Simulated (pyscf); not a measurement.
`[NH3]` + `[NH2][SiH3]` -> `[NH2][SiH2][NH2]` + `[H][H]` (four-centre exchange; singlet surface; H–N, H–Si broken, N–Si, H–H formed). Single points on ωB97X-D3(BJ)/def2-SVP structures (PySCF, gas phase). Energies in kcal/mol from the separated reactants.

```
level                   barrier  reaction energy
----------------------  -------  ---------------
ωB97X-D3(BJ)/def2-TZVP     33.4            -11.1
B3LYP-D3(BJ)/def2-TZVP     33.6            -10.7
PBE0-D3(BJ)/def2-TZVP      30.2             -9.9
M06-2X/def2-TZVP           33.6            -13.2
ωB97M-D3(BJ)/def2-TZVP     33.1            -10.6
HF/def2-TZVP               52.1             -7.7
```

The functionals in the table span 3.5 kcal/mol in this barrier, from PBE0-D3(BJ) to B3LYP-D3(BJ). At the saddle there is also a short H–Si contact that neither side keeps. One saddle was located; it need not be the lowest between these sides.
